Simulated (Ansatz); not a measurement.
Basis-set extrapolation for C₂H₃N, SMILES `C1=NC1` (PBE0-D4/def2-TZVP geometry, frozen core, Ansatz 0.2.0). Multiplicity 1, RHF reference.

```
                      def2-TZVPP   def2-QZVPP
                 HF  -131.891889  -131.897884
    MP2 correlation    -0.520760    -0.554473
CCSD(T) correlation    -0.561716      not run
```

Energies in hartree. Use E(X) = E(∞) + A·exp(−7.88·√X) for Hartree–Fock and E(X) = E(∞) + B·X^(−2.97) for correlation, with X = 3 and 4, and add CCSD(T) minus MP2 of the smaller set to the MP2 limit.

What is the CCSD(T) energy at the basis-set limit?

HF limit: -131.897884 + (-0.005995) × 0.13774 = -131.89871. MP2 limit: -0.554473 + (-0.033713) × 0.74074 = -0.57945. Higher-order term: -0.561716 − (-0.520760) = -0.04096. Total: -132.51912 hartree, 41.1 kcal/mol below CCSD(T)/def2-TZVPP.
